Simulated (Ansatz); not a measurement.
hcp Co, treated with PBE (Ansatz, a program for electronic structure, plane waves, PAW).

Run with plane-wave cutoff 520 eV, 30×30×16 k mesh (along the axes of the cell as run), Fermi–Dirac smearing 0.04 eV (set by the program), spin-polarised with parallel moments, scalar-relativistic PAW data made under PBE.

Computed at the level's own relaxed cell.

```yaml
crystal:
  lattice:
    - [2.49418, 0.00000, 0.00000]
    - [-1.24709, 2.16002, 0.00000]
    - [0.00000, 0.00000, 4.03220]
  atoms:
    - { symbol: Co, position: [0.66667, 0.33333, 0.75000] }
    - { symbol: Co, position: [0.33333, 0.66667, 0.25000] }
```

Task: Give the elastic tensor (Voigt notation, GPa, ions relaxed, in the Cartesian axes of the cell as printed).

Result: 
```
  351.9   169.4   114.0     0.0     0.0     0.0
  169.4   351.9   114.0     0.0     0.0     0.0
  114.0   114.0   407.7     0.0     0.0     0.0
    0.0     0.0     0.0    98.3     0.0     0.0
    0.0     0.0     0.0     0.0    98.3     0.0
    0.0     0.0     0.0     0.0     0.0    91.3
```

Measured, for comparison: elastic constant C11 306 GPa, elastic constant C12 165 GPa, elastic constant C44 75 GPa, elastic constant C33 357 GPa, elastic constant C13 102 GPa (temperature not stated, not corrected to a static lattice; as tabulated in Steinle-Neumann et al. (1999), arXiv:cond-mat/9904431). Computed (rounded) less measured: elastic constant C11 +15 %, elastic constant C12 +2 %, elastic constant C44 +31 %, elastic constant C33 +14 %, elastic constant C13 +12 %. A static lattice is as a rule a little smaller and stiffer than an uncorrected measurement, which narrows the difference in the elastic constant C12 and would widen misses of the other sign.

Computed values are for the static lattice.
